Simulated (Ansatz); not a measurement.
`O=C1CCSC1`. Charge 0, multiplicity 1.

```tsv
atom	x (Å)	y (Å)	z (Å)
O1	-1.425	0.955	1.542
C2	-0.766	0.480	0.659
C3	0.745	0.557	0.565
C4	1.216	-0.504	-0.408
S5	-0.056	-0.579	-1.704
C6	-1.373	-0.282	-0.512
H7	0.980	1.555	0.180
H8	1.180	0.474	1.563
H9	1.311	-1.479	0.077
H10	2.167	-0.262	-0.881
H11	-2.182	0.300	-0.953
H12	-1.797	-1.216	-0.129
```

Question: List the harmonic frequencies (cm⁻¹, unscaled) at PBE0-D4/def2-TZVP in Ansatz. (Best estimate.)

Answer: Ansatz gave: 66, 191, 429, 451, 495, 562, 695, 741, 806, 835, 871, 973, 1012, 1094, 1154, 1166, 1219, 1228, 1292, 1306, 1432, 1434, 1484, 1846, 3058, 3059, 3071, 3126, 3140, 3145.

Question: Is this a minimum?

Answer: Yes, all 30 modes are real.

Question: Give the ideal-gas thermochemistry at 298.15 K and 1 bar (rigid rotor, harmonic oscillator; point group C1, symmetry number 1).

Answer: Zero-point energy 247.5 kJ/mol; H(298) − E = 265.2 kJ/mol; entropy 325.0 J/(mol·K), of which translation 166.6, rotation 112.6, vibration 45.9; G(298) − E = 168.3 kJ/mol. Modes under 100 cm⁻¹ are hindered rotations or soft bends, so the harmonic entropy is rough.

Question: Rotational constants (cm⁻¹)?

Answer: 0.1906, 0.08343, 0.06142.
